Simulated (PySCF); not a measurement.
# B, B⁺, B²⁺, B³⁺: ionisation energies in dyall-av2z, part 3 of 3

Each state of boron is computed at each level; their differences give the ionisation energy. How far do the methods differ?

PySCF 2.14.0; dyall-av2z, no relativity, point nucleus. The scripts are equivalent inputs of a driver's runs. Earlier steps stand in the parts before.

## Step 7: B³⁺

UHF:

Contents of input.py:

```python
from pyscf import gto, scf, dft, mp, cc
import basis_set_exchange as bse
mol = gto.M(atom="B 0 0 0", charge=3, spin=0, symmetry="D2h",
            basis=gto.basis.parse(bse.get_basis("dyall-av2z", elements=["B"], fmt="nwchem")))
mf = scf.UHF(mol)
mf.irrep_nelec = {'Ag': (1, 1)}
mf.kernel()
```

The log of the run:

```text
damping factor = 0
level_shift factor = 0
DIIS = <class 'pyscf.scf.diis.CDIIS'>
diis_start_cycle = 1
diis_space = 10
diis_damp = 0
SCF conv_tol = 1e-09
SCF conv_tol_grad = None
number electrons alpha = 1  beta = 1
cycle= 1 E= -21.9859809651111  delta_E= 3.55e-15  |g|= 2.76e-08  |ddm|= 6.83e-08
converged SCF energy = -21.9859809651111  <S^2> = -1.7763568e-15  2S+1 = 1
```

CPU time 0.21 s on a shared host, the integrals not counted.

The occupied shells:

```
shell  electrons  mean orbital energy (eV)  spread (eV)  rms radius (bohr)
   1s          2                   -259.65            0              0.377
```

⟨S²⟩ = 0.000, ⟨L²⟩ = 0.00.

LDA:

input.py differs from the last one in:

```diff
@@ -4,3 +4,3 @@
             basis=gto.basis.parse(bse.get_basis("dyall-av2z", elements=["B"], fmt="nwchem")))
-mf = scf.UHF(mol)
+mf = dft.UKS(mol, xc="LDA,VWN")
 mf.irrep_nelec = {'Ag': (1, 1)}
```

The log of the run:

```text
damping factor = 0
level_shift factor = 0
DIIS = <class 'pyscf.scf.diis.CDIIS'>
diis_start_cycle = 1
diis_space = 10
diis_damp = 0
SCF conv_tol = 1e-09
SCF conv_tol_grad = None
number electrons alpha = 1  beta = 1
XC functionals = LDA,VWN
    P. A. M. Dirac.,  Math. Proc. Cambridge Philos. Soc. 26, 376 (1930)
    F. Bloch.,  Z. Phys. 57, 545 (1929)
    S. H. Vosko, L. Wilk, and M. Nusair.,  Can. J. Phys. 58, 1200 (1980)
cycle= 1 E= -21.7428751204434  delta_E= -0.00246  |g|= 0.0228  |ddm|= 0.0215
cycle= 2 E= -21.7429035412479  delta_E= -2.84e-05  |g|= 0.00278  |ddm|= 0.00165
cycle= 3 E= -21.7429039695192  delta_E= -4.28e-07  |g|= 5.8e-07  |ddm|= 0.000181
cycle= 4 E= -21.7429039695191  delta_E= 2.13e-14  |g|= 3.81e-09  |ddm|= 6.12e-08
converged SCF energy = -21.7429039695191  <S^2> = 1.3322676e-15  2S+1 = 1
```

CPU time 0.32 s on a shared host, the integrals not counted.

PBE:

input.py differs from the last one in:

```diff
@@ -4,3 +4,3 @@
             basis=gto.basis.parse(bse.get_basis("dyall-av2z", elements=["B"], fmt="nwchem")))
-mf = dft.UKS(mol, xc="LDA,VWN")
+mf = dft.UKS(mol, xc="PBE")
 mf.irrep_nelec = {'Ag': (1, 1)}
```

The log of the run:

```text
damping factor = 0
level_shift factor = 0
DIIS = <class 'pyscf.scf.diis.CDIIS'>
diis_start_cycle = 1
diis_space = 10
diis_damp = 0
SCF conv_tol = 1e-09
SCF conv_tol_grad = None
number electrons alpha = 1  beta = 1
XC functionals = PBE
    J. P. Perdew, K. Burke, and M. Ernzerhof.,  Phys. Rev. Lett. 77, 3865 (1996)
    J. P. Perdew, K. Burke, and M. Ernzerhof.,  Phys. Rev. Lett. 78, 1396 (1997)
    J. P. Perdew, K. Burke, and M. Ernzerhof.,  Phys. Rev. Lett. 77, 3865 (1996)
    J. P. Perdew, K. Burke, and M. Ernzerhof.,  Phys. Rev. Lett. 78, 1396 (1997)
cycle= 1 E= -21.9817195410548  delta_E= -0.00142  |g|= 0.00797  |ddm|= 0.0212
cycle= 2 E= -21.9817229674076  delta_E= -3.43e-06  |g|= 0.000984  |ddm|= 0.00065
cycle= 3 E= -21.9817230243919  delta_E= -5.7e-08  |g|= 5.2e-06  |ddm|= 7.05e-05
cycle= 4 E= -21.9817230243934  delta_E= -1.42e-12  |g|= 3.62e-09  |ddm|= 3.6e-07
converged SCF energy = -21.9817230243934  <S^2> = 1.3322676e-15  2S+1 = 1
```

It used 0.6 s of CPU time after the integrals (shared host).

PBE0:

input.py differs from the last one in:

```diff
@@ -4,3 +4,3 @@
             basis=gto.basis.parse(bse.get_basis("dyall-av2z", elements=["B"], fmt="nwchem")))
-mf = dft.UKS(mol, xc="PBE")
+mf = dft.UKS(mol, xc="PBE0")
 mf.irrep_nelec = {'Ag': (1, 1)}
```

The log of the run:

```text
damping factor = 0
level_shift factor = 0
DIIS = <class 'pyscf.scf.diis.CDIIS'>
diis_start_cycle = 1
diis_space = 10
diis_damp = 0
SCF conv_tol = 1e-09
SCF conv_tol_grad = None
number electrons alpha = 1  beta = 1
XC functionals = PBE0
    C. Adamo and V. Barone.,  J. Chem. Phys. 110, 6158 (1999)
    M. Ernzerhof and G. E. Scuseria.,  J. Chem. Phys. 110, 5029 (1999)
cycle= 1 E= -21.9941345456916  delta_E= -0.000721  |g|= 0.00479  |ddm|= 0.0148
cycle= 2 E= -21.9941352222986  delta_E= -6.77e-07  |g|= 0.000219  |ddm|= 0.000264
cycle= 3 E= -21.99413522534  delta_E= -3.04e-09  |g|= 1.05e-05  |ddm|= 1.74e-05
cycle= 4 E= -21.9941352253447  delta_E= -4.7e-12  |g|= 2.83e-08  |ddm|= 6.04e-07
converged SCF energy = -21.9941352253447  <S^2> = 8.8817842e-16  2S+1 = 1
```

CPU time 0.79 s on a shared host, the integrals not counted.

r2SCAN:

input.py differs from the last one in:

```diff
@@ -4,3 +4,3 @@
             basis=gto.basis.parse(bse.get_basis("dyall-av2z", elements=["B"], fmt="nwchem")))
-mf = dft.UKS(mol, xc="PBE0")
+mf = dft.UKS(mol, xc="R2SCAN")
 mf.irrep_nelec = {'Ag': (1, 1)}
```

The log of the run:

```text
damping factor = 0
level_shift factor = 0
DIIS = <class 'pyscf.scf.diis.CDIIS'>
diis_start_cycle = 1
diis_space = 10
diis_damp = 0
SCF conv_tol = 1e-09
SCF conv_tol_grad = None
number electrons alpha = 1  beta = 1
XC functionals = R2SCAN
    J. W. Furness, A. D. Kaplan, J. Ning, J. P. Perdew, and J. Sun.,  J. Phys. Chem. Lett. 11, 8208-8215 (2020)
    J. W. Furness, A. D. Kaplan, J. Ning, J. P. Perdew, and J. Sun.,  J. Phys. Chem. Lett. 11, 9248-9248 (2020)
    J. W. Furness, A. D. Kaplan, J. Ning, J. P. Perdew, and J. Sun.,  J. Phys. Chem. Lett. 11, 8208-8215 (2020)
    J. W. Furness, A. D. Kaplan, J. Ning, J. P. Perdew, and J. Sun.,  J. Phys. Chem. Lett. 11, 9248-9248 (2020)
cycle= 1 E= -22.0328954224194  delta_E= -0.000381  |g|= 0.00312  |ddm|= 0.0083
cycle= 2 E= -22.0328958400218  delta_E= -4.18e-07  |g|= 0.000104  |ddm|= 0.000379
cycle= 3 E= -22.0328958412105  delta_E= -1.19e-09  |g|= 9.46e-06  |ddm|= 1.96e-05
cycle= 4 E= -22.0328958412151  delta_E= -4.61e-12  |g|= 4.29e-07  |ddm|= 1.04e-06
converged SCF energy = -22.0328958412151  <S^2> = 0  2S+1 = 1
```

It used 1.4 s of CPU time after the integrals (shared host).

LC-wPBE:

input.py differs from the last one in:

```diff
@@ -4,3 +4,3 @@
             basis=gto.basis.parse(bse.get_basis("dyall-av2z", elements=["B"], fmt="nwchem")))
-mf = dft.UKS(mol, xc="R2SCAN")
+mf = dft.UKS(mol, xc="LC_WPBE")
 mf.irrep_nelec = {'Ag': (1, 1)}
```

The log of the run:

```text
damping factor = 0
level_shift factor = 0
DIIS = <class 'pyscf.scf.diis.CDIIS'>
diis_start_cycle = 1
diis_space = 10
diis_damp = 0
SCF conv_tol = 1e-09
SCF conv_tol_grad = None
number electrons alpha = 1  beta = 1
XC functionals = LC_WPBE
    O. A. Vydrov and G. E. Scuseria.,  J. Chem. Phys. 125, 234109 (2006)
cycle= 1 E= -21.9898585669704  delta_E= -0.00154  |g|= 0.00774  |ddm|= 0.0196
cycle= 2 E= -21.989860369567  delta_E= -1.8e-06  |g|= 0.000322  |ddm|= 0.000587
cycle= 3 E= -21.9898603771435  delta_E= -7.58e-09  |g|= 2.55e-05  |ddm|= 2.81e-05
cycle= 4 E= -21.9898603771728  delta_E= -2.93e-11  |g|= 3.32e-07  |ddm|= 2.07e-06
converged SCF energy = -21.9898603771728  <S^2> = -8.8817842e-16  2S+1 = 1
```

CPU time 1.1 s on a shared host, the integrals not counted.

BHandHLYP:

input.py differs from the last one in:

```diff
@@ -4,3 +4,3 @@
             basis=gto.basis.parse(bse.get_basis("dyall-av2z", elements=["B"], fmt="nwchem")))
-mf = dft.UKS(mol, xc="LC_WPBE")
+mf = dft.UKS(mol, xc="BHANDHLYP")
 mf.irrep_nelec = {'Ag': (1, 1)}
```

The log of the run:

```text
damping factor = 0
level_shift factor = 0
DIIS = <class 'pyscf.scf.diis.CDIIS'>
diis_start_cycle = 1
diis_space = 10
diis_damp = 0
SCF conv_tol = 1e-09
SCF conv_tol_grad = None
number electrons alpha = 1  beta = 1
XC functionals = BHANDHLYP
    A. D. Becke.,  J. Chem. Phys. 98, 1372 (1993)
    Defined through Gaussian implementation.
cycle= 1 E= -22.027339651506  delta_E= -0.000465  |g|= 0.00317  |ddm|= 0.0114
cycle= 2 E= -22.0273399350548  delta_E= -2.84e-07  |g|= 5.71e-05  |ddm|= 0.000209
cycle= 3 E= -22.0273399352752  delta_E= -2.2e-10  |g|= 1.89e-06  |ddm|= 6.31e-06
converged SCF energy = -22.0273399352752  <S^2> = -1.7763568e-15  2S+1 = 1
```

CPU time 0.65 s on a shared host, the integrals not counted.

PBEsol:

input.py differs from the last one in:

```diff
@@ -4,3 +4,3 @@
             basis=gto.basis.parse(bse.get_basis("dyall-av2z", elements=["B"], fmt="nwchem")))
-mf = dft.UKS(mol, xc="BHANDHLYP")
+mf = dft.UKS(mol, xc="PBEsol")
 mf.irrep_nelec = {'Ag': (1, 1)}
```

The log of the run:

```text
damping factor = 0
level_shift factor = 0
DIIS = <class 'pyscf.scf.diis.CDIIS'>
diis_start_cycle = 1
diis_space = 10
diis_damp = 0
SCF conv_tol = 1e-09
SCF conv_tol_grad = None
number electrons alpha = 1  beta = 1
XC functionals = PBEsol
    J. P. Perdew, A. Ruzsinszky, G. I. Csonka, O. A. Vydrov, G. E. Scuseria, L. A. Constantin, X. Zhou, and K. Burke.,  Phys. Rev. Lett. 100, 136406 (2008)
    J. P. Perdew, A. Ruzsinszky, G. I. Csonka, O. A. Vydrov, G. E. Scuseria, L. A. Constantin, X. Zhou, and K. Burke.,  Phys. Rev. Lett. 100, 136406 (2008)
cycle= 1 E= -21.8696390126192  delta_E= -0.00141  |g|= 0.0135  |ddm|= 0.0203
cycle= 2 E= -21.8696492178608  delta_E= -1.02e-05  |g|= 0.00165  |ddm|= 0.0011
cycle= 3 E= -21.869649375762  delta_E= -1.58e-07  |g|= 1.78e-06  |ddm|= 0.000118
cycle= 4 E= -21.8696493757622  delta_E= -1.46e-13  |g|= 3.08e-09  |ddm|= 1.31e-07
converged SCF energy = -21.8696493757622  <S^2> = 2.220446e-16  2S+1 = 1
```

It used 0.73 s of CPU time after the integrals (shared host).

TPSSh:

input.py differs from the last one in:

```diff
@@ -4,3 +4,3 @@
             basis=gto.basis.parse(bse.get_basis("dyall-av2z", elements=["B"], fmt="nwchem")))
-mf = dft.UKS(mol, xc="PBEsol")
+mf = dft.UKS(mol, xc="TPSSH")
 mf.irrep_nelec = {'Ag': (1, 1)}
```

The log of the run:

```text
damping factor = 0
level_shift factor = 0
DIIS = <class 'pyscf.scf.diis.CDIIS'>
diis_start_cycle = 1
diis_space = 10
diis_damp = 0
SCF conv_tol = 1e-09
SCF conv_tol_grad = None
number electrons alpha = 1  beta = 1
XC functionals = TPSSH
    V. N. Staroverov, G. E. Scuseria, J. Tao, and J. P. Perdew.,  J. Chem. Phys. 119, 12129 (2003)
cycle= 1 E= -22.0373360944453  delta_E= -0.000289  |g|= 0.00222  |ddm|= 0.014
cycle= 2 E= -22.0373362328798  delta_E= -1.38e-07  |g|= 0.000105  |ddm|= 0.000152
cycle= 3 E= -22.0373362335729  delta_E= -6.93e-10  |g|= 6.64e-06  |ddm|= 1.03e-05
converged SCF energy = -22.0373362335729  <S^2> = -8.8817842e-16  2S+1 = 1
```

It used 1.4 s of CPU time after the integrals (shared host).

## Step 8: How the shells move

Highest occupied Hartree-Fock shell of each state: B 2p α at -8.670 eV; B⁺ 2s at -23.773 eV; B²⁺ 2s α at -37.808 eV; B³⁺ 1s at -259.65 eV.

## Step 9: Differences of total energies

Ionisation energy: B [He] 2s2 2p1 (2P) → B⁺ [He] 2s2 (1S).

```
           method  value (eV)  error (eV)  CPU time, both states (s)
              UHF       8.047      -0.250                        0.8
              LDA       8.655      +0.359                        1.1
              PBE       8.677      +0.380                        1.6
             PBE0       8.651      +0.354                        1.5
           r2SCAN       8.767      +0.470                        3.2
          LC-wPBE       8.770      +0.474                        2.6
        BHandHLYP       8.581      +0.284                        1.6
           PBEsol       8.560      +0.264                        1.5
            TPSSh       8.744      +0.447                        3.2
    MP2 (valence)       8.191      -0.106                       0.89
SCS-MP2 (valence)       8.150      -0.146                       0.89
```

Reference: 8.297 eV (measured; NIST levels, between the centres of gravity of the two terms). Errors of the correlated levels include the incompleteness of this basis.

Ionisation energy: B⁺ [He] 2s2 (1S) → B²⁺ [He] 2s1 (2S).

```
           method  value (eV)  error (eV)  CPU time, both states (s)
              UHF      23.437      -1.718                       0.41
              LDA      24.548      -0.607                       0.93
              PBE      24.614      -0.540                        1.4
             PBE0      24.567      -0.588                        1.4
           r2SCAN      24.250      -0.905                        3.1
          LC-wPBE      24.687      -0.468                        2.6
        BHandHLYP      24.560      -0.595                        1.5
           PBEsol      24.417      -0.737                        1.3
            TPSSh      24.650      -0.505                        2.9
    MP2 (valence)      24.398      -0.756                           
SCS-MP2 (valence)      24.591      -0.564
```

Reference: 25.155 eV (measured; NIST levels, between the centres of gravity of the two terms). Errors of the correlated levels include the incompleteness of this basis.

Ionisation energy: B²⁺ [He] 2s1 (2S) → B³⁺ 1s2 (1S).

```
   method  value (eV)  error (eV)  CPU time, both states (s)
      UHF      37.803      -0.127                       0.39
      LDA      37.884      -0.047                       0.66
      PBE      38.264      +0.334                        1.3
     PBE0      38.207      +0.277                        1.6
   r2SCAN      37.845      -0.086                          3
  LC-wPBE      38.348      +0.417                        2.5
BHandHLYP      38.337      +0.406                        1.5
   PBEsol      37.963      +0.032                        1.4
    TPSSh      38.129      +0.199                        2.8
```

Reference: 37.931 eV (measured; NIST levels, between the centres of gravity of the two terms).

Times are CPU seconds on a shared host without the integrals; correlated rows include their Hartree-Fock run, whose time holds the symmetry-adapted start and any spin-orbit constants, while functionals begin from orbitals already made.

## Step 10: Outcome

This closing draws on all 3 parts.

| quantity | value |
| --- | --- |
| ionisation energy, B | UHF 8.047, MP2 (valence) 8.191 eV; reference 8.297 |
| ionisation energy, B⁺ | UHF 23.437, MP2 (valence) 24.398 eV; reference 25.155 |
| ionisation energy, B²⁺ | UHF 37.803, TPSSh 38.129 eV; reference 37.931 |

Accuracy against cost (mean over 3 differences):

```
   method  mean absolute miss against the measured values (with the measured fine structure taken into account where it is known) (eV)  CPU time, both states (s)
      UHF                                                                                                                        0.699                       0.53
      LDA                                                                                                                        0.337                        0.9
      PBE                                                                                                                        0.418                        1.4
     PBE0                                                                                                                        0.406                        1.5
   r2SCAN                                                                                                                        0.487                        3.1
  LC-wPBE                                                                                                                        0.453                        2.6
BHandHLYP                                                                                                                        0.429                        1.5
   PBEsol                                                                                                                        0.344                        1.4
    TPSSh                                                                                                                        0.383                          3
```

The coupled-cluster values of one difference were set aside by the checks on these runs and are not quoted; the lower level shown rests on the same reference and is no safer. Against experiment LDA comes closest (mean absolute error over 3 measured values 0.34 eV), level with PBEsol and UHF is farthest (0.70 eV). Hartree-Fock falls short because the species with more electrons holds more correlation energy, which it lacks. PBE is off by +0.38, -0.54, +0.33 eV. The basis is finite, and no extrapolation was made. The dearest level timed, r2SCAN, costs 5.8 times the cheapest, UHF, and differs from the measured values (with the measured fine structure taken into account where it is known) by 0.49 against 0.70 eV.
